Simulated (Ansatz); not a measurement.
A calculation with Ansatz (development build ahead of 0.2.0).

```yaml
crystal:
  periodic: [false, false, false]
  atoms:
    - { symbol: F, position_ang: [1.15776, -0.22307, 1.0e-05] }
    - { symbol: C, position_ang: [-0.02076, 0.43302, -2.0e-05] }
    - { symbol: C, position_ang: [-1.18005, -0.19843, 0.0] }
    - { symbol: H, position_ang: [0.1166, 1.5081, 3.0e-05] }
    - { symbol: H, position_ang: [-2.09896, 0.3714, 3.0e-05] }
    - { symbol: H, position_ang: [-1.23262, -1.27944, -1.0e-05] }
basis:
  gaussian: { orbitals: cc-pVTZ }
hamiltonian:
  xc: hf
correlation:
  method: mp2
  frozen_orbitals: { C: 1, F: 1, H: 0 }
```

The input is written out in the form of the current development build from the run's settings.

Output:

```yaml
Converged: yes
Reference_energy: -176.95338 hartree
Correlation_energy: -0.57567 hartree
Total_energy: -177.52905 hartree
Spin_squared_of_the_determinant: 0.000
Stability_test: minimum among restricted orbitals
```
